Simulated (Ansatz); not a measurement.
Born–Oppenheimer molecular dynamics of C$_{5}$H$_{8}$ (13 atoms, charge 0, multiplicity 1). It starts from a relaxed structure.

Level of theory: RKS PBE-D4/6-31G in Ansatz.

```
ensemble                      : NVE (velocity Verlet)
time step                     : 0.5 fs
steps asked                   : 250
starting velocities drawn for : 400 K
seed                          : 783222
```

First frame:

```xyz
13
Properties=species:S:1:pos:R:3
C -1.103 1.804 -0.015
C -0.310 0.792 0.335
C 0.086 -0.207 1.359
C 0.747 -0.178 -0.052
C 0.463 -1.286 -1.055
H -1.846 2.219 0.675
H -1.043 2.263 -1.007
H -0.597 -1.035 1.584
H 0.686 0.112 2.219
H 1.777 0.201 -0.075
H 0.614 -0.933 -2.091
H -0.581 -1.633 -0.970
H 1.128 -2.152 -0.890
```

Task: How far do the bonds stretch over the last three quarters of this one trajectory? (Pairs bonded in most of those frames.)

Result: 
```json
{"bond": "C1–C2", "mean (Å)": "1.334", "spread (Å)": "0.011", "shortest": "1.31", "longest": "1.36"}
{"bond": "C1–H6", "mean (Å)": "1.096", "spread (Å)": "0.006", "shortest": "1.09", "longest": "1.11"}
{"bond": "C1–H7", "mean (Å)": "1.097", "spread (Å)": "0.004", "shortest": "1.09", "longest": "1.11"}
{"bond": "C2–C3", "mean (Å)": "1.484", "spread (Å)": "0.022", "shortest": "1.45", "longest": "1.52"}
{"bond": "C2–C4", "mean (Å)": "1.489", "spread (Å)": "0.016", "shortest": "1.46", "longest": "1.51"}
{"bond": "C3–C4", "mean (Å)": "1.568", "spread (Å)": "0.043", "shortest": "1.50", "longest": "1.64"}
{"bond": "C3–H8", "mean (Å)": "1.100", "spread (Å)": "0.024", "shortest": "1.06", "longest": "1.14"}
{"bond": "C3–H9", "mean (Å)": "1.097", "spread (Å)": "0.016", "shortest": "1.07", "longest": "1.12"}
{"bond": "C4–C5", "mean (Å)": "1.524", "spread (Å)": "0.018", "shortest": "1.49", "longest": "1.56"}
{"bond": "C4–H10", "mean (Å)": "1.099", "spread (Å)": "0.005", "shortest": "1.09", "longest": "1.11"}
{"bond": "C5–H11", "mean (Å)": "1.107", "spread (Å)": "0.008", "shortest": "1.09", "longest": "1.13"}
{"bond": "C5–H12", "mean (Å)": "1.109", "spread (Å)": "0.035", "shortest": "1.05", "longest": "1.16"}
{"bond": "C5–H13", "mean (Å)": "1.108", "spread (Å)": "0.017", "shortest": "1.07", "longest": "1.14"}
```

Mean temperature of the second half: 206 K. The conserved energy stayed within 0.21 meV per atom of its start (net change 0.13 meV per atom), so the integration is sound. The temperature averaged 0.51 of the 400 K drawn at the start: a run that starts near a minimum puts about half its kinetic energy into the potential. A run of 0.12 ps of so small a system gives no equilibrium averages. Limits of this set-up: no polarisation functions.

Run time: 9.8 min on 1 CPU thread of a shared host.
